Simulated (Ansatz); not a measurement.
System: Rb3Sb (P6₃/mmc, No. 194; cell taken from a computed entry). Method: PBE0 (Ansatz, an electronic-structure program, PAW).

Settings: plane-wave cutoff 460 eV, 6×6×2 k mesh (along the axes of the cell as run), Fermi–Dirac smearing 0.01 eV, scalar-relativistic PAW data made under PBE.

Cell (relaxed with PBEsol):

Rb₃Sb is modelled in the hexagonal space group P6₃/mmc (No. 194), Pearson symbol hP8. Cell: a = b = 6.2850 Å, c = 11.1190 Å, α = β = 90.00°, γ = 120.00°. Rb1 on 2b is surrounded by 3 Sb at 3.629 Å (trigonal planar). Rb2 on 4f is surrounded by 1 Sb at 3.691 Å and 3 Sb at 4.082 Å (tetrahedral). Sb on 2c is coordinated by 5 Rb at 3.629–3.691 Å and 6 Rb at 4.082 Å. (Neighbours: up to the widest gap in distance over summed covalent radii, below 1.35, at either atom; cation-cation and far metal-metal contacts left out.)

Problem. Predict the band gap and smallest direct gap on the k points sampled.

Solution. 
* **band gap**: 1.21 eV (on the SCF k mesh)
* **smallest direct gap on the k points sampled**: 1.34 eV

Note: cell and atoms aren't relaxed at this level (pressure 0.5 GPa); this cell isn't known to be the ambient phase, and symmetry holds it in the calculation.

Spin–orbit coupling is not included; with these elements it can move the gap by several tenths of an eV or more.

Computed values are for the static lattice.

Cost on a shared machine: around 9 core-minutes (rough).
